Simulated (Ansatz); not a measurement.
# AlS (doublet): the correlation ladder, def2-TZVPP

One table from this session's results is given with a row withheld; the runs are named, their logs left out.

Method: def2-TZVPP, core rule «outside noble gas», up to 10 orbitals frozen; program: Ansatz 0.2.0, Gaussian basis.

To be run: UHF; ROHF; CCSD(T) on UHF.

2 further runs of the same task are left out: 2 set aside as unsound or not needed.

### The geometry

The geometry is a PBE0/def2-TZVP stationary point (not a proven minimum).

2 atoms, charge 0, spin multiplicity 2.

Atoms are counted from 1 here; the program's logs count them from 0.

Bond lengths: Al1–S2 2.032 Å.

The first run:

in.yaml reads:

```yaml
crystal:
  periodic: [false, false, false]
  atoms:
    - {symbol: Al, position_ang: [0.000000, 0.000000, 0.000000]}
    - {symbol: S, position_ang: [0.000000, 0.000000, 2.031600]}
basis:
  gaussian: {orbitals: def2-TZVPP}
magnetization: {spin_polarized: true, initial_magnetization: 1}
hamiltonian: {xc: hf}
output: {orbitals: {seedname: orbitals}}
```

Run with:

```bash
> ansatz run in.yaml --threads 1 --pin off --events-out ev --progress --plain --max-ram 4096MiB --backend cpu
```

Steps of the session up to this table: UHF; ROHF; CCSD(T) on UHF.

One table of the session follows, with a row left open; its other results are not shown here.

| method | from UCCSD(T) (meV) |
| --- | --- |
| ROHF | +6893.7 |
| UHF | +6794.4 |
| UMP2 | +917.8 |
| UCCSD | ? |
| UCCSD(T) | 0 |

Q: Estimate the row for UCCSD from the others.

As computed: from UCCSD(T) (meV): +409.4. In the column «from UCCSD(T) (meV)» it lies between UCCSD(T) (0) and UMP2 (+917.8).

With the free atoms at the same levels and basis (separate runs), the atomisation energy is 3.965 eV at UCCSD(T), 2.686 eV at ROHF.
